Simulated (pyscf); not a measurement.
Thermochemistry of product channels of `[Cl][In]` [singlet] + `[CH3]` [doublet] on the doublet surface, in kcal/mol, from CCSD(T)/def2-TZVPP + ΔMP2(QZVPP) energies (ideal gas, 1 atm, RRHO with modes under 100 cm⁻¹ raised to 100, one conformer, R ln 2 for rigid chiral ones). Single points on ωB97X-D3(BJ)/def2-SVP structures (PySCF, gas phase). MP2 and CC: frozen core, UHF for open shells. ΔMP2 is the change of the MP2 total energy from the triple- to the quadruple-zeta basis.

| products | ΔE | ΔH(298 K) | ΔG(298 K) | ΔG(600 K) |
|---|---|---|---|---|
| `[CH3][In]` [singlet] + `[Cl]` [doublet] | ___ | +50.0 | +51.8 | +53.7 |
| `[CH2][InH][Cl]` [doublet] | ___ | +19.0 | +27.3 | +35.5 |
| `[CH3][In][Cl]` [doublet] | -15.2 | -12.7 | -4.5 | +3.8 |

Task: Fill in the missing entries.

Result: 
- `[CH3][In]` [singlet] + `[Cl]` [doublet], ΔE: +48.5
- `[CH2][InH][Cl]` [doublet], ΔE: +20.3

The channel to [H₃C–In–Cl]• turns unfavourable between 298 and 1200 K (ΔG from -4.5 kcal/mol to +19.8 kcal/mol).

These are energies of the channels, which say nothing of barriers. The CCSD(T) − MP2 part came from Ansatz, without density fitting, on the same reference. The frozen core leaves the outer d or s,p core shells of the metals and heavy elements correlated in the MP2 and CC values, and def2-TZVPP describes them poorly, which can shift differences by a few kcal/mol. Left out: orbital degeneracy and the spin-orbit lowering of Cl. Elements past Kr carry the def2 core potentials, without spin-orbit coupling.
